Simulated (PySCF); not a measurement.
Geometries of 2 isomers of C3H6FN, from PySCF 2.14.0, PBE0-D3(BJ)/def2-SVP geometry optimisation, gas phase. One conformer each, no zero-point energy, no frequencies.

Problem. Which is lower in electronic energy at this level?
A.
```xyz
11
angstrom
N      2.174    0.015    0.786
C      1.198   -0.364    0.075
C      0.042    0.455   -0.424
C     -1.297   -0.135   -0.026
F     -2.314    0.581   -0.601
H      2.082    1.014    1.009
H      1.184   -1.428   -0.228
H      0.120    1.492   -0.059
H      0.081    0.490   -1.527
H     -1.425   -0.113    1.070
H     -1.373   -1.185   -0.359
```
B.
```xyz
11
angstrom
F      0.094    0.967    1.793
C     -0.040    0.825    0.440
C      1.051   -0.049   -0.191
N      0.101   -1.159   -0.264
C     -1.027   -0.277    0.036
H     -0.197    1.825    0.005
H      1.927   -0.222    0.456
H      1.403    0.349   -1.162
H      0.063   -1.676   -1.136
H     -1.656    0.012   -0.827
H     -1.686   -0.619    0.852
```

Solution. A. That is `[H]/N=C\CCF`, 8.5 kcal/mol below the other.

```tsv
SMILES	atoms numbered as above	E (Eh)	relative (kcal/mol)	relative (kJ/mol)	dipole (D)
[H]/N=C\CCF	[H]/[N:1]=[CH:2]\[CH2:3][CH2:4][F:5]	-271.99427	0.0	0.0	0.65
FC1CNC1	[F:1][CH:2]1[CH2:3][NH:4][CH2:5]1	-271.98066	8.5	35.7	2.63
```

As drawn, the lower has a C=N bond, which the higher lacks; the higher has a four-membered ring, which the lower lacks.
